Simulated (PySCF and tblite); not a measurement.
Computed ¹H and ¹³C shifts (ppm) of 4 molecules with 4 carbons each, averaged over conformers at 298.15 K: GIAO PBE0/pcSseg-1 (IEF-PCM, chloroform) on GFN2-xTB geometries, unscaled, against TMS (¹H), TMS (¹³C) at the same level; H on other atoms than carbon is left out (PySCF, tblite).

P. ¹H: 3.74 (2H), 1.03 (1H), 0.50 (2H), 0.16 (2H) ¹³C: 72.9 (1C), 17.3 (1C), 3.7 (2C)
Q. ¹H: 5.03 (2H), 4.53 (2H), 3.14 (1H), 1.29 (3H) ¹³C: 81.8 (2C), 33.1 (1C), 21.8 (1C)
R. ¹H: 2.47 (2H), 1.68 (2H), 1.01 (3H) ¹³C: 181.7 (1C), 38.6 (1C), 22.8 (1C), 15.9 (1C)
S. ¹H: 4.08 (4H), 1.89 (4H) ¹³C: 73.2 (2C), 30.5 (2C)

The molecules:
1. tetrahydrofuran, C₄H₈O, SMILES C1CCOC1
2. C₄H₈O, SMILES CC1COC1
3. C4H8O, SMILES OCC1CC1
4. C₄H₈O₂, SMILES CCCC(=O)O

Q: Which spectrum belongs to which molecule?

A: P is 3; Q is 2; R is 4; S is 1.

Assigned:
1. [CH2:1]1[CH2:2][CH2:3][O:4][CH2:5]1: ¹³C: 73.2 (C3/C5), 30.5 (C1/C2) ppm.
2. [CH3:1][CH:2]1[CH2:3][O:4][CH2:5]1: ¹³C: 81.8 (C3/C5), 33.1 (C2), 21.8 (C1) ppm.
3. [OH:1][CH2:2][CH:3]1[CH2:4][CH2:5]1: ¹³C: 72.9 (C2), 17.3 (C3), 3.7 (C4/C5) ppm.
4. [CH3:1][CH2:2][CH2:3][C:4](=[O:5])[OH:6]: ¹³C: 181.7 (C4), 38.6 (C3), 22.8 (C2), 15.9 (C1) ppm.

Unscaled shifts at such levels can be off by 15 ppm or more for ¹³C and 0.8 ppm for ¹H.

For scale, the study of C1CCOC1 took 30 s on 1 thread of Arm Neoverse V1 (shared host) (rough), launched as `OMP_NUM_THREADS=1 python ens_run.py task.json out`.
